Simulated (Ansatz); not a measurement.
Relaxed structures of BH3SO, closed shell (PBE0-D4/def2-TZVP; forces vanish, vibrations not checked; lower isomers may exist, and structures with a doubtful reference or unclear bonds are left out; Å). Computed with Ansatz 0.2.0 (basis: def2-TZVPP); correlated methods freeze the cores.

Rank them by CCSD(T) energy, lowest first, and give each one's height above the lowest. Links in brackets join atoms within 1.22 times the sum of their covalent radii (1.1 for two metals). (To be estimated.)
A.
a complex of BHO ([BH][O]) + H₂S
```
6
angstrom
O -1.3087 0.3304 -0.4861
B -0.2007 0.3890 -0.9454
S 1.1969 -0.9122 1.7598
H -0.1370 -1.0256 1.6593
H 0.8564 0.4699 -1.4449
H 1.1010 0.2944 2.3388
```
B.
BH₃SO ([OH][BH][SH])
```
6
angstrom
O 0.3152 -0.2839 1.0500
B 0.1769 0.1684 -0.2194
S -1.3364 -0.1381 -1.1411
H -1.9702 -0.8171 -0.1686
H 1.0397 0.7827 -0.7786
H 1.1645 -0.0588 1.4365
```
C.
BH₃SO ([BH][SH][OH])
```
6
angstrom
O -1.3518 0.0287 -1.0914
B 1.1863 0.0508 1.0405
S 0.2767 -0.0737 -0.3676
H -1.9011 -0.6378 -0.6604
H 0.6487 0.9002 -1.1992
H 1.0835 -0.2545 2.1803
```

By the calculation: B (0.000 eV), A (1.129 eV), C (5.588 eV). Heights count from the lowest.

The T1 diagnostic stays at or below 0.024. The restricted Hartree–Fock reference is unstable towards an unrestricted one at one or more of these structures.

For scale, one of the runs: CCSD(T)/def2-TZVPP, 146 basis functions, launched by `ansatz run in.yaml --threads 2 --pin off --events-out ev --progress --plain --max-ram 4352MiB`. The run took 14 s on 2 CPU threads of an Arm Neoverse V1 (shared host), with 0.87 GiB of host memory at its peak.
